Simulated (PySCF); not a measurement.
Species: C4H3P.
Atom-mapped SMILES: `[CH3:1][C:2]#[C:3][C:4]#[P:5]` (hydrogens: H6, H7, H8 on C1)

Method used: PBE0-D3(BJ)/def2-SVP geometry optimisation, gas phase in PySCF.

Entries marked ? are missing. Bonds in one row agree within 0.01 Å.

| coordinate | value |
| --- | --- |
| C1–C2 | 1.446 Å |
| C2≡C3 | ? |
| C3–C4 | ? |
| C4≡P5 | ? |
| C1–H6, C1–H7, C1–H8 | 1.102 Å |
| C2–C1–H6 | 111.0° |
| H6–C1–H7 | ? |
| C1–C2–C3 | 180.0° |
| C2–C3–C4 | ? |
| C3–C4–P5 | ? |

Task: Fill in the missing values.

Result: 
- C2≡C3 = 1.224 Å, drawn triple (both ends alkyne carbon); 0.16 Å below the sum of covalent radii, 1.38 Å.
- C3–C4 = 1.362 Å, drawn single (ends: alkyne carbon; triply bonded carbon); 0.02 Å below the sum of covalent radii, 1.38 Å.
- C4≡P5 = 1.558 Å, drawn triple (ends: triply bonded carbon; phosphorus bonded to C); 0.20 Å below the sum of covalent radii, 1.76 Å.
- H6–C1–H7 = 107.9°, at the propargylic carbon; the outer atoms are 1.782 Å apart.
- C2–C3–C4 = 179.9°, at the alkyne carbon; the outer atoms are 2.586 Å apart.
- C3–C4–P5 = 180.0°, at the triply bonded carbon; the outer atoms are 2.920 Å apart.

Radii are Cordero's, carbon taken as 0.76, 0.73 or 0.69 Å for four, three, and two or fewer neighbours.

Whether it is a minimum is left open (no frequencies).
